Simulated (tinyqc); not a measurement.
Worked calculation: CCSD on RHF in the sto-6g basis, frozen core, for H2O, spin multiplicity 1. Computed by tinyqc, a small Python program that keeps every step (integrals from PySCF). Settings: charge = 0, multiplicity = 1, basis = sto-6g, method = RHF, frozen orbitals = 1, energy threshold = 1e-10, iteration cap = 55, orthogonalisation = canonical, start = core, DIIS depth = 6, amplitude equations = CCSD, DIIS depth for amplitudes = 6, cap on updates = 71. Command: `OMP_NUM_THREADS=1 python tinyqc.py 24443 24444 out.jsonl` (the two numbers bound the seeds that draw the settings). One thread of a shared host (Intel(R) Xeon(R) Processor @ 2.60GHz), about 0.3 s of CPU time with the checks. The early iterations of the SCF are left out here.

## One-electron integrals

Geometry (angstrom):

| atom | x | y | z |
|---|---|---|---|
| O | 0.00000 | 0.00000 | 0.00000 |
| H | 0.00000 | 0.92900 | 0.62500 |
| H | 0.00000 | -0.92900 | 0.62500 |

Basis sto-6g: exponents (1/bohr^2) and contraction coefficients of normalised primitives:

| element | l (shell) | exponent | coefficient |
|---|---|---|---|
| O | s (1) | 1355.58423 | 0.00916 |
| O | s (1) | 248.54489 | 0.04936 |
| O | s (1) | 69.53390 | 0.16854 |
| O | s (1) | 23.88677 | 0.37056 |
| O | s (1) | 9.27593 | 0.41649 |
| O | s (1) | 3.82034 | 0.13033 |
| O | s (2) | 52.18776 | -0.01325 |
| O | s (2) | 10.32932 | -0.04699 |
| O | s (2) | 3.21034 | -0.03379 |
| O | s (2) | 1.23514 | 0.25024 |
| O | s (2) | 0.53642 | 0.59512 |
| O | s (2) | 0.24588 | 0.24071 |
| O | p (3) | 52.18776 | 0.00376 |
| O | p (3) | 10.32932 | 0.03768 |
| O | p (3) | 3.21034 | 0.17390 |
| O | p (3) | 1.23514 | 0.41804 |
| O | p (3) | 0.53642 | 0.42586 |
| O | p (3) | 0.24588 | 0.10171 |
| H | s (1) | 35.52322 | 0.00916 |
| H | s (1) | 6.51314 | 0.04936 |
| H | s (1) | 1.82214 | 0.16854 |
| H | s (1) | 0.62596 | 0.37056 |
| H | s (1) | 0.24308 | 0.41649 |
| H | s (1) | 0.10011 | 0.13033 |

Overlap, kinetic and nuclear-attraction integrals over the contracted functions; the nuclear repulsion is the sum of Za Zb / Rab.

nuclear repulsion = 7.8466973 hartree

overlap S, lower triangle:
```
          1O 1s    1O 2s   1O 2px    1O 2py   1O 2pz    2H 1s    3H 1s
1O 1s   1.00000
1O 2s   0.23114  1.00000
1O 2px  0.00000  0.00000  1.00000
1O 2py  0.00000  0.00000  0.00000   1.00000
1O 2pz  0.00000  0.00000  0.00000   0.00000  1.00000
2H 1s   0.03813  0.37705  0.00000   0.27594  0.18564  1.00000
3H 1s   0.03813  0.37705  0.00000  -0.27594  0.18564  0.15008  1.00000
```

kinetic energy T (hartree), lower triangle:
```
           1O 1s    1O 2s   1O 2px    1O 2py   1O 2pz     2H 1s    3H 1s
1O 1s   29.32720
1O 2s   -0.89602  0.84262
1O 2px   0.00000  0.00000  2.53131
1O 2py   0.00000  0.00000  0.00000   2.53131
1O 2pz   0.00000  0.00000  0.00000   0.00000  2.53131
2H 1s   -0.00606  0.06310  0.00000   0.14461  0.09729   0.76852
3H 1s   -0.00606  0.06310  0.00000  -0.14461  0.09729  -0.00952  0.76852
```

nuclear attraction V (hartree), lower triangle:
```
            1O 1s     1O 2s    1O 2px     1O 2py    1O 2pz     2H 1s     3H 1s
1O 1s   -62.20355
1O 2s    -6.36977  -9.94096
1O 2px    0.00000   0.00000  -9.88297
1O 2py    0.00000   0.00000   0.00000  -10.00189
1O 2pz   -0.01340  -0.15539   0.00000    0.00000  -9.93679
2H 1s    -1.20071  -2.86540   0.00000   -1.85677  -1.28721  -5.23298
3H 1s    -1.20071  -2.86540   0.00000    1.85677  -1.28721  -0.88235  -5.23298
```

core Hamiltonian H = T + V (hartree), lower triangle:
```
            1O 1s     1O 2s    1O 2px    1O 2py    1O 2pz     2H 1s     3H 1s
1O 1s   -32.87635
1O 2s    -7.26579  -9.09834
1O 2px    0.00000   0.00000  -7.35166
1O 2py    0.00000   0.00000   0.00000  -7.47058
1O 2pz   -0.01340  -0.15539   0.00000   0.00000  -7.40549
2H 1s    -1.20677  -2.80231   0.00000  -1.71216  -1.18992  -4.46446
3H 1s    -1.20677  -2.80231   0.00000   1.71216  -1.18992  -0.89187  -4.46446
```

## Two-electron integrals

Functions are numbered as in S; the eight-fold symmetry (ij|kl) = (ji|kl) = (kl|ij) leaves the list below.

Two-electron integrals (ij|kl) in chemists' order, unique and non-zero (hartree):
```
(11|11) 4.78749    (21|11) 0.67588    (21|21) 0.12150    (22|11) 1.11738
(22|21) 0.24921    (22|22) 0.81738    (31|31) 0.02576    (32|31) 0.03914
(32|32) 0.18066    (33|11) 1.11738    (33|21) 0.24921    (33|22) 0.81738
(33|33) 0.88066    (41|41) 0.02576    (42|41) 0.03914    (42|42) 0.18066
(43|43) 0.04746    (44|11) 1.11738    (44|21) 0.24921    (44|22) 0.81738
(44|33) 0.78574    (44|44) 0.88066    (51|51) 0.02576    (52|51) 0.03914
(52|52) 0.18066    (53|53) 0.04746    (54|54) 0.04746    (55|11) 1.11738
(55|21) 0.24921    (55|22) 0.81738    (55|33) 0.78574    (55|44) 0.78574
(55|55) 0.88066    (61|11) 0.11870    (61|21) 0.02046    (61|22) 0.04109
(61|33) 0.04100    (61|41) 0.00083    (61|42) 0.00163    (61|44) 0.04118
(61|51) 0.00056    (61|52) 0.00110    (61|54) 0.00012    (61|55) 0.04108
(61|61) 0.00351    (62|11) 0.30287    (62|21) 0.06857    (62|22) 0.25081
(62|33) 0.24655    (62|41) 0.00457    (62|42) 0.03446    (62|44) 0.25535
(62|51) 0.00308    (62|52) 0.02319    (62|54) 0.00592    (62|55) 0.25053
(62|61) 0.01162    (62|62) 0.09789    (63|31) 0.00743    (63|32) 0.04244
(63|43) 0.00703    (63|53) 0.00473    (63|63) 0.01345    (64|11) 0.18717
(64|21) 0.04295    (64|22) 0.16754    (64|33) 0.16012    (64|41) 0.00990
(64|42) 0.06388    (64|44) 0.17982    (64|51) 0.00166    (64|52) 0.01442
(64|54) 0.00852    (64|55) 0.16268    (64|61) 0.00760    (64|62) 0.07948
(64|64) 0.07719    (65|11) 0.12592    (65|21) 0.02890    (65|22) 0.11271
(65|33) 0.10772    (65|41) 0.00166    (65|42) 0.01442    (65|44) 0.11152
(65|51) 0.00854    (65|52) 0.05214    (65|54) 0.00958    (65|55) 0.11890
(65|61) 0.00511    (65|62) 0.05347    (65|64) 0.04289    (65|65) 0.04230
(66|11) 0.46326    (66|21) 0.10682    (66|22) 0.44831    (66|33) 0.43096
(66|41) 0.00877    (66|42) 0.09173    (66|44) 0.46679    (66|51) 0.00590
(66|52) 0.06171    (66|54) 0.02410    (66|55) 0.44718    (66|61) 0.01827
(66|62) 0.22744    (66|64) 0.21045    (66|65) 0.14158    (66|66) 0.77500
(71|11) 0.11870    (71|21) 0.02046    (71|22) 0.04109    (71|33) 0.04100
(71|41) -0.00083   (71|42) -0.00163   (71|44) 0.04118    (71|51) 0.00056
(71|52) 0.00110    (71|54) -0.00012   (71|55) 0.04108    (71|61) 0.00345
(71|62) 0.01119    (71|64) 0.00670    (71|65) 0.00492    (71|66) 0.01739
(71|71) 0.00351    (72|11) 0.30287    (72|21) 0.06857    (72|22) 0.25081
(72|33) 0.24655    (72|41) -0.00457   (72|42) -0.03446   (72|44) 0.25535
(72|51) 0.00308    (72|52) 0.02319    (72|54) -0.00592   (72|55) 0.25053
(72|61) 0.01119    (72|62) 0.07641    (72|64) 0.04337    (72|65) 0.04051
(72|66) 0.14149    (72|71) 0.01162    (72|72) 0.09789    (73|31) 0.00743
(73|32) 0.04244    (73|43) -0.00703   (73|53) 0.00473    (73|63) 0.01007
(73|73) 0.01345    (74|11) -0.18717   (74|21) -0.04295   (74|22) -0.16754
(74|33) -0.16012   (74|41) 0.00990    (74|42) 0.06388    (74|44) -0.17982
(74|51) -0.00166   (74|52) -0.01442   (74|54) 0.00852    (74|55) -0.16268
(74|61) -0.00670   (74|62) -0.04337   (74|64) -0.01521   (74|65) -0.02254
(74|66) -0.07375   (74|71) -0.00760   (74|72) -0.07948   (74|74) 0.07719
(75|11) 0.12592    (75|21) 0.02890    (75|22) 0.11271    (75|33) 0.10772
(75|41) -0.00166   (75|42) -0.01442   (75|44) 0.11152    (75|51) 0.00854
(75|52) 0.05214    (75|54) -0.00958   (75|55) 0.11890    (75|61) 0.00492
(75|62) 0.04051    (75|64) 0.02254    (75|65) 0.03117    (75|66) 0.08144
(75|71) 0.00511    (75|72) 0.05347    (75|74) -0.04289   (75|75) 0.04230
(76|11) 0.08861    (76|21) 0.02025    (76|22) 0.07997    (76|33) 0.07827
(76|44) 0.07997    (76|51) 0.00145    (76|52) 0.01287    (76|55) 0.08167
(76|61) 0.00339    (76|62) 0.03042    (76|64) 0.02152    (76|65) 0.01871
(76|66) 0.07255    (76|71) 0.00339    (76|72) 0.03042    (76|74) -0.02152
(76|75) 0.01871    (76|76) 0.01179    (77|11) 0.46326    (77|21) 0.10682
(77|22) 0.44831    (77|33) 0.43096    (77|41) -0.00877   (77|42) -0.09173
(77|44) 0.46679    (77|51) 0.00590    (77|52) 0.06171    (77|54) -0.02410
(77|55) 0.44718    (77|61) 0.01739    (77|62) 0.14149    (77|64) 0.07375
(77|65) 0.08144    (77|66) 0.28316    (77|71) 0.01827    (77|72) 0.22744
(77|74) -0.21045   (77|75) 0.14158    (77|76) 0.07255    (77|77) 0.77500
```

## Orthogonalisation

S = U s U^T; canonical form X = U s^(-1/2), so that X^T S X = 1. Each column of U has its largest component positive (the first on a tie).

eigenvalues of S: 0.44766  0.52757  0.89477  1.00000  1.08805  1.32235  1.71959

X:
```
               1         2         3        4         5         6        7
1O 1s   -0.34294   0.00000   0.73383  0.00000  -0.60941   0.00000  0.18900
1O 2s    1.03491   0.00000  -0.27239  0.00000  -0.28289   0.00000  0.46202
1O 2px   0.00000   0.00000   0.00000  1.00000   0.00000   0.00000  0.00000
1O 2py   0.00000   0.87680   0.00000  0.00000   0.00000   0.67046  0.00000
1O 2pz   0.43889   0.00000   0.65956  0.00000   0.64836   0.00000  0.19759
2H 1s   -0.65290  -0.75057  -0.18692  0.00000   0.15376   0.39161  0.38295
3H 1s   -0.65290   0.75057  -0.18692  0.00000   0.15376  -0.39161  0.38295
```

## Starting guess

The start is the orbitals of the core Hamiltonian; D = 2 C_occ C_occ^T.

D at the start, lower triangle:
```
           1O 1s     1O 2s   1O 2px    1O 2py    1O 2pz    2H 1s    3H 1s
1O 1s    2.12324
1O 2s   -0.55491   2.48857
1O 2px   0.00000   0.00000  2.00000
1O 2py   0.00000   0.00000  0.00000   2.26205
1O 2pz  -0.03371   0.20091  0.00000   0.00000   2.10500
2H 1s    0.06846  -0.29486  0.00000  -0.29779  -0.17898  0.08567
3H 1s    0.06846  -0.29486  0.00000   0.29779  -0.17898  0.00727  0.08567
```

## Iteration 8 (converged): orbitals

converged F (hartree), lower triangle:
```
            1O 1s     1O 2s    1O 2px    1O 2py    1O 2pz     2H 1s     3H 1s
1O 1s   -20.51249
1O 2s    -4.96247  -2.29698
1O 2px    0.00000   0.00000  -0.38669
1O 2py    0.00000   0.00000   0.00000  -0.23077
1O 2pz   -0.02434  -0.06343   0.00000   0.00000  -0.26985
2H 1s    -0.82590  -0.76670   0.00000  -0.36535  -0.29503  -0.39802
3H 1s    -0.82590  -0.76670   0.00000   0.36535  -0.29503  -0.21187  -0.39802
```

Diagonalise F' = X^T F X, C = X C', fill 5 alpha and 5 beta electrons from the bottom; D = 2 C_occ C_occ^T. Each column has its largest component positive (the first on a tie).

F' = X^T F X (hartree), lower triangle:
```
          1        2         3         4         5         6         7
1  -0.30166
2   0.00000  0.57459
3   2.32430  0.00000  -8.95093
4   0.00000  0.00000   0.00000  -0.38669
5  -1.83062  0.00000   8.76388   0.00000  -9.28731
6   0.00000  0.09058   0.00000   0.00000   0.00000  -0.54454
7   0.55478  0.00000  -4.19392   0.00000   4.43371   0.00000  -3.16355
```

orbital energies (hartree): MO1 -20.51543, MO2 -1.20375, MO3 -0.55182, MO4 -0.42076, MO5 -0.38669, MO6 0.43648, MO7 0.58188

coefficients C:
```
             MO1       MO2       MO3       MO4      MO5       MO6       MO7
1O 1s    0.99686  -0.22858   0.00000   0.08183  0.00000   0.10269   0.00000
1O 2s    0.01417   0.89565   0.00000  -0.45119  0.00000  -0.65784   0.00000
1O 2px   0.00000   0.00000   0.00000   0.00000  1.00000   0.00000   0.00000
1O 2py   0.00000   0.00000   0.59802   0.00000  0.00000   0.00000   0.92772
1O 2pz   0.00219   0.07612   0.00000   0.76836  0.00000  -0.70063   0.00000
2H 1s   -0.00274   0.13860   0.45051   0.32865  0.00000   0.71014  -0.71676
3H 1s   -0.00274   0.13860  -0.45051   0.32865  0.00000   0.71014   0.71676
```

D after iteration 8, lower triangle:
```
           1O 1s     1O 2s   1O 2px    1O 2py   1O 2pz     2H 1s    3H 1s
1O 1s    2.10534
1O 2s   -0.45505   2.01194
1O 2px   0.00000   0.00000  2.00000
1O 2py   0.00000   0.00000  0.00000   0.71525
1O 2pz   0.09533  -0.55694  0.00000   0.00000  1.19236
2H 1s   -0.01504  -0.04837  0.00000   0.53883  0.52613   0.66037
3H 1s   -0.01504  -0.04837  0.00000  -0.53883  0.52613  -0.15147  0.66037
```

## Convergence

Stop when the energy changes by less than 1e-10 hartree and every element of the error matrix X^T (F D S - S D F) X is below 3e-06.

Course of the cycle:

| iteration | E (hartree) | change | largest element of the error matrix |
|---|---|---|---|
| 1 | -74.0267074 | - | 7.80e-01 |
| 2 | -75.5251262 | -1.50e+00 | 3.49e-01 |
| 3 | -75.6381086 | -1.13e-01 | 5.39e-02 |
| 4 | -75.6417983 | -3.69e-03 | 1.58e-02 |
| 5 | -75.6421183 | -3.20e-04 | 4.15e-03 |
| 6 | -75.6421545 | -3.62e-05 | 2.99e-04 |
| 7 | -75.6421545 | -9.30e-08 | 3.02e-06 |
| 8 | -75.6421545 | -1.45e-11 | 1.46e-07 |

PySCF RHF in the same basis = -75.6421545 hartree

Converged in 8 iterations.

## Populations, bond orders and dipole

Mulliken: Z minus the diagonal of D S on the atom; Loewdin: the same with S^(1/2) D S^(1/2); Mayer order: 2 sum_s sum (D(s) S)_ij (D(s) S)_ji over the two atoms.

Charges (e):

| atom | Mulliken | Loewdin |
|---|---|---|
| 1O | -0.26963 | -0.20086 |
| 2H | 0.13481 | 0.10043 |
| 3H | 0.13481 | 0.10043 |

Mayer bond orders:

| pair | order |
|---|---|
| 2-1 | 0.96689 |
| 3-1 | 0.96689 |
| 3-2 | 0.01493 |

dipole moment about the origin, x y z (debye): 0.00000  0.00000  1.50578

## Integrals over molecular orbitals

(pq|rs) = sum C_ip C_jq C_kr C_ls (ij|kl), one index at a time.

one-electron integrals over orbitals h = C^T H C (hartree), lower triangle:
```
           1         2         3         4         5         6         7
1  -32.86375
2    0.58094  -7.59952
3    0.00000   0.00000  -5.96700
4   -0.19869   0.53111   0.00000  -6.62848
5    0.00000   0.00000   0.00000   0.00000  -7.35166
6   -0.26588   1.22137   0.00000   1.30180   0.00000  -5.22861
7    0.00000   0.00000  -1.80078   0.00000   0.00000   0.00000  -5.54645
```

Two-electron integrals over orbitals (pq|rs), unique and non-zero (hartree); the lowest 1 orbital is frozen and left out:
```
(22|22) 0.72595    (32|32) 0.12930    (33|22) 0.60979    (33|33) 0.58791
(42|22) -0.02682   (42|33) 0.00346    (42|42) 0.13107    (43|32) 0.02938
(43|43) 0.05505    (44|22) 0.66852    (44|33) 0.56423    (44|42) -0.09591
(44|44) 0.71143    (52|52) 0.15175    (53|53) 0.02592    (54|52) -0.04170
(54|54) 0.04756    (55|22) 0.75793    (55|33) 0.59672    (55|42) -0.07748
(55|44) 0.69635    (55|55) 0.88066    (62|22) -0.13074   (62|33) -0.06245
(62|42) -0.03335   (62|44) -0.06814   (62|55) -0.14184   (62|62) 0.09339
(63|32) 0.04213    (63|43) 0.04040    (63|63) 0.08131    (64|22) -0.12853
(64|33) -0.04637   (64|42) 0.04095    (64|44) -0.13141   (64|55) -0.14738
(64|62) 0.06283    (64|64) 0.09387    (65|52) -0.05183   (65|54) -0.00585
(65|65) 0.03364    (66|22) 0.58319    (66|33) 0.54257    (66|42) 0.04928
(66|44) 0.53762    (66|55) 0.56800    (66|62) -0.08703   (66|64) -0.04986
(66|66) 0.57233    (72|32) 0.05698    (72|43) -0.02738   (72|63) -0.02848
(72|72) 0.06955    (73|22) 0.17051    (73|33) 0.08886    (73|42) -0.07270
(73|44) 0.14837    (73|55) 0.20473    (73|62) -0.06961   (73|64) -0.09845
(73|66) 0.04269    (73|73) 0.15803    (74|32) -0.06940   (74|43) -0.01281
(74|63) -0.05648   (74|72) -0.01774   (74|74) 0.06827    (75|53) 0.02400
(75|75) 0.02563    (76|32) -0.08794   (76|43) -0.06337   (76|63) -0.07312
(76|72) 0.00105    (76|74) 0.05996    (76|76) 0.11707    (77|22) 0.61135
(77|33) 0.58005    (77|42) -0.02111   (77|44) 0.58247    (77|55) 0.61275
(77|62) -0.06273   (77|64) -0.05271   (77|66) 0.54566    (77|73) 0.10184
(77|77) 0.59879
```

## CCSD: starting amplitudes

t_ij^ab = <ij||ab> / (e_i + e_j - e_a - e_b), whose energy is MP2.

Starting amplitudes (spin orbitals 1a, 1b, ...; amplitudes related by a flip of all spins are not repeated):

| from | to | t |
|---|---|---|
| 3a 3b | 7a 7b | -0.06970 |
| 4a 4b | 6a 6b | -0.05475 |
| 3a 4b | 6b 7a | -0.04945 |
| 3a 3b | 6a 6b | -0.04113 |
| 4a 4b | 7a 7b | -0.03405 |
| 2a 2b | 6a 6b | -0.02847 |
| 3a 4b | 6a 7b | 0.02837 |
| 2a 4b | 6a 6b | -0.02516 |
| 2a 3b | 6a 7b | 0.02509 |
| 3a 4a | 6a 7a | -0.02108 |
| 5a 5b | 6a 6b | -0.02043 |
| 2a 2b | 7a 7b | -0.01947 |
| 2a 3a | 6a 7a | 0.01483 |
| 5a 5b | 7a 7b | -0.01323 |
| 2a 3b | 6b 7a | -0.01027 |
| 2a 4b | 7a 7b | 0.00636 |

correlation energy = -0.0502579 hartree

## CCSD: amplitude update 1

t_i^a D_i^a and t_ij^ab D_ij^ab are set to the remaining terms of the spin-orbital equations, evaluated with the old amplitudes; for the doubles these are <ij||ab> + 1/2 <ab||ef> t_ij^ef + 1/2 <mn||ij> t_mn^ab + P(ij)P(ab) <mb||ej> t_im^ae + terms in t^2 + terms with t1, D the orbital-energy denominators.

Amplitudes after update 1 (spin orbitals 1a, 1b, ...; amplitudes related by a flip of all spins are not repeated):

| from | to | t |
|---|---|---|
| 3a 3b | 7a 7b | -0.08848 |
| 4a 4b | 6a 6b | -0.07089 |
| 3a 4b | 6b 7a | -0.06457 |
| 3a 3b | 6a 6b | -0.05745 |
| 4a 4b | 7a 7b | -0.04604 |
| 3a 4b | 6a 7b | 0.04413 |
| 2a 4b | 6a 6b | -0.03561 |
| 2a 3b | 6a 7b | 0.03148 |
| 2a 2b | 6a 6b | -0.03134 |
| 5a 5b | 6a 6b | -0.02490 |
| 2a 2b | 7a 7b | -0.02124 |
| 3a 4a | 6a 7a | -0.02044 |
| 2a 3b | 6b 7a | -0.01725 |
| 5a 5b | 7a 7b | -0.01457 |
| 2a 3a | 6a 7a | 0.01423 |
| 4a | 6a | 0.01110 |
| 2a 4b | 7a 7b | 0.00557 |
| 3a | 7a | -0.00316 |
| 2a | 6a | -0.00021 |

correlation energy = -0.0646668 hartree

## CCSD: convergence

E_corr = 1/4 sum <ij||ab> t_ij^ab + 1/2 sum <ij||ab> t_i^a t_j^b; stop when the norm of the change is below 1e-8.

Course of the amplitude iterations:

| update | correlation energy (hartree) | norm of the change |
|---|---|---|
| 0 | -0.0502579 | - |
| 1 | -0.0646668 | 9.96e-02 |
| 2 | -0.0697489 | 4.26e-02 |
| 3 | -0.0735275 | 2.02e-02 |
| 4 | -0.0735674 | 3.39e-03 |
| 5 | -0.0735968 | 7.80e-04 |
| 6 | -0.0735959 | 7.03e-05 |
| 7 | -0.0735963 | 2.03e-05 |
| 8 | -0.0735964 | 3.15e-06 |
| 9 | -0.0735964 | 7.86e-07 |
| 10 | -0.0735964 | 2.60e-07 |
| 11 | -0.0735964 | 3.22e-08 |
| 12 | -0.0735964 | 7.98e-09 |

Converged amplitudes (spin orbitals 1a, 1b, ...; amplitudes related by a flip of all spins are not repeated):

| from | to | t |
|---|---|---|
| 3a 3b | 7a 7b | -0.09950 |
| 4a 4b | 6a 6b | -0.08826 |
| 3a 4b | 6b 7a | -0.07522 |
| 3a 3b | 6a 6b | -0.06533 |
| 3a 4b | 6a 7b | 0.06043 |
| 4a 4b | 7a 7b | -0.05563 |
| 2a 4b | 6a 6b | -0.04234 |
| 2a 3b | 6a 7b | 0.03253 |
| 2a 2b | 6a 6b | -0.03148 |
| 4a | 6a | 0.02806 |
| 5a 5b | 6a 6b | -0.02666 |
| 2a 3b | 6b 7a | -0.02211 |
| 2a 2b | 7a 7b | -0.02013 |
| 3a 4a | 6a 7a | -0.01479 |
| 5a 5b | 7a 7b | -0.01340 |
| 2a 3a | 6a 7a | 0.01042 |
| 2a 4b | 7a 7b | 0.00370 |
| 2a | 6a | -0.00302 |
| 3a | 7a | -0.00163 |

CCSD total energy = -75.7157509 hartree

T1 diagnostic, norm of the one-spin t1 over sqrt(correlated electrons) = 0.00999

Converged in 12 updates, with DIIS from the third.
